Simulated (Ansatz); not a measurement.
The cluster C₃H₄⁻, relaxed as a doublet with UKS B3LYP-D4/def2-TZVPD in Ansatz, starting from the GFN2-xTB geometry. Force threshold 0.02 eV/Å.

The highest occupied level of the charge -1 doublet lies above zero (up to 0.81 eV). It is a level of β spin, whose loss leaves a triplet; that state wasn't run at this geometry and level. The electron is either unbound and held by the finite basis, or the level is raised by self-interaction error. The relaxation made no stability test and no search for a lower SCF solution. The structure comes from a short search, and lower isomers may exist.

Start:

```xyz
7

C    -0.354    0.292   -0.396
C     0.575    0.330    0.641
C    -0.952   -0.801   -1.011
H    -0.795   -1.728   -0.361
H     1.174    1.214    0.861
H    -0.550    1.275   -0.862
H     0.902   -0.583    1.129
```

(1) Estimate the energy that the relaxation releases and the steps that it takes.

(2) Does the start keep its bonding?

(3) Predict the relaxed structure.

Results:

(1) 0.9 kcal/mol, in 7 steps; 8 s on 4 threads of Arm Neoverse V2 on a shared host. No frequencies were taken in this run, so the end may be a saddle point.

(2) By distances, no bond broke or formed. The bond that changes most is C3–H4, from 1.14 to 1.12 Å (atoms count from 1).

(3) 
```tsv
atom	x (Å)	y (Å)	z (Å)
C1	-0.3269	0.2859	-0.4294
C2	0.6181	0.3126	0.5980
C3	-1.0487	-0.7994	-0.9471
H4	-0.7346	-1.7051	-0.3726
H5	1.1151	1.2322	0.9072
H6	-0.5120	1.2729	-0.8811
H7	0.8890	-0.5992	1.1248
```
Bond lengths: 2 × C–C 1.40 Å; 4 × C–H 1.09 to 1.12 Å.
